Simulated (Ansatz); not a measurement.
Basis-set extrapolation for `CC(Cl)Cl` (PBE0-D4/def2-TZVP geometry, frozen core, Ansatz). Multiplicity 1, RHF reference.

|  | def2-TZVPP | def2-QZVPP |
| --- | --- | --- |
| HF | -997.117183 | -997.146399 |
| MP2 correlation | -0.730324 | -0.792173 |
| CCSD(T) correlation | -0.812430 | not run |

Energies in hartree. Use E(X) = E(∞) + A·exp(−7.88·√X) for Hartree–Fock and E(X) = E(∞) + B·X^(−2.97) for correlation, with X = 3 and 4, and add CCSD(T) minus MP2 of the smaller set to the MP2 limit.

Question: What is the CCSD(T) energy at the basis-set limit?

Answer: HF limit: -997.146399 + (-0.029216) × 0.13774 = -997.15042. MP2 limit: -0.792173 + (-0.061849) × 0.74074 = -0.83799. Higher-order term: -0.812430 − (-0.730324) = -0.08211. Total: -998.07052 hartree, 370.0 kJ/mol below CCSD(T)/def2-TZVPP.
